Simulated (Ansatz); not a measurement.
We consider hcp Zn, described by r²SCAN+rVV10 in Ansatz (PAW).

Settings: plane-wave cutoff 500 eV, 36×36×16 k mesh (along the axes of the cell as run), Fermi–Dirac smearing 0.1 eV, scalar-relativistic PAW data made under PBE.

Computed at the level's own relaxed cell.

**Question.** What does this level give for the volume per atom, equilibrium lattice constant a and lattice parameter c?

**Answer.** 
volume per atom: 14.15 Å³/atom
equilibrium lattice constant a: 2.606 Å
lattice parameter c: 4.813 Å

Measured, for comparison: lattice constant a 2.665 Å (293 K, not corrected to a static lattice, our sources range from 2.660 to 2.665; as tabulated in Wikipedia's data pages); lattice parameter c 4.946 Å (293 K, not corrected to a static lattice; as tabulated in Wikipedia's data pages). Computed (rounded) less measured: lattice constant a -2.2 % (-2.0 % to -2.2 % over the range), lattice parameter c -2.7 %.

Computed values are for the static lattice.

Ansatz is a first-principles code.
